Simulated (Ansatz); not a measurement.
A made-up structure of CH4SSi, closed shell:

C1  (-0.635, 0.534, -0.265)
Si2  (0.721, -0.585, 0.318)
S3  (1.296, -2.254, -0.490)
H4  (-1.390, 0.640, 0.521)
H5  (-0.233, 1.534, -0.460)
H6  (-1.105, 0.149, -1.169)
H7  (1.796, -3.518, -0.533)
(Å)

It is relaxed with PBE-D4/def2-SVP and then PBE0-D4/def2-TZVP (Ansatz 0.2.0). Atoms count as bonded within 1.22 times the sum of their covalent radii (H–H: 0.88 Å). The end point is not checked to be a true minimum.

(1) Does its bonding change? (A judgement: the text doesn't fix the answer.)

Results:

(1) The calculation gives: No: no bond forms or breaks.

Where it ends: The first stage lowers the energy by 2.63 eV in 9 steps. It ends as CH₄SSi ([CH3][Si][SH]):
```
7
angstrom
C -0.4916 0.4269 -0.2987
Si 1.0300 -0.5076 0.3506
S 0.6639 -2.3049 -0.7342
H -1.2950 0.2673 0.4335
H -0.2956 1.5024 -0.3123
H -0.8649 0.1148 -1.2763
H 1.7039 -2.9984 -0.2404
```

Labels in which every atom is bracketed show which atoms are joined, not bond orders.

For scale, one of the runs: PBE0-D4/def2-TZVP relaxation, 129 basis functions, launched by `ansatz run in.yaml --threads 2 --pin off --events-out ev --progress --plain --max-ram 4352MiB`. The run took about 37 s on 2 CPU threads of an AMD EPYC 7B13 (shared host).
